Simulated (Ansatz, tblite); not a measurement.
Cost and result up the ladder for BMe2H (C₂H₇B) (10 atoms). Total charge 0; singlet. Geometry: PBE-D4/def2-TZVP.

Cartesian coordinates in Å:
```
B -0.1063 0.5014 0.2456
C -1.1516 -0.6439 0.4305
H -0.9800 -1.0396 1.4531
H -1.0445 -1.4947 -0.2583
H -2.1962 -0.2974 0.4379
C 1.2111 0.3466 -0.5787
H 1.0354 0.8875 -1.5315
H 1.4834 -0.6853 -0.8440
H 2.0760 0.8566 -0.1274
H -0.3273 1.5688 0.7729
```

Ansatz on 4 threads of AMD EPYC 7R43 on a shared host; xTB runs through tblite on one thread. Times are rough, summed over both states, and most runs start from the orbitals of an earlier one. PBE0-D4/def2-TZVP serves as the yardstick here, not as an exact answer. The other state is a doublet.

The xTB rows come from tblite.

Raw xTB energies of ions are shifted by several eV.

```json
{"level": "r2SCAN-D4/def2-TZVP", "functions": "135", "vertical IE (eV)": "10.82", "difference from PBE0-D4/def2-TZVP (eV)": "-0.22"}
{"level": "GFN2-xTB", "functions": "19", "vertical IE (eV)": "14.19", "difference from PBE0-D4/def2-TZVP (eV)": "3.15"}
{"level": "PBE0-D4/def2-TZVP (with forces)", "functions": "135", "vertical IE (eV)": "11.04", "difference from PBE0-D4/def2-TZVP (eV)": "0.00"}
{"level": "GFN1-xTB", "functions": "26", "vertical IE (eV)": "15.53", "difference from PBE0-D4/def2-TZVP (eV)": "4.49"}
{"level": "PBE-D4/def2-TZVP", "functions": "135", "vertical IE (eV)": "10.71", "difference from PBE0-D4/def2-TZVP (eV)": "-0.33"}
```

Estimate how long each takes.

GFN2-xTB 0.01 s; GFN1-xTB 0.015 s; PBE-D4/def2-TZVP 3.1 s; PBE0-D4/def2-TZVP (with forces) 5.1 s; r2SCAN-D4/def2-TZVP 5.2 s. On shared hardware such times vary by a factor of up to 3.
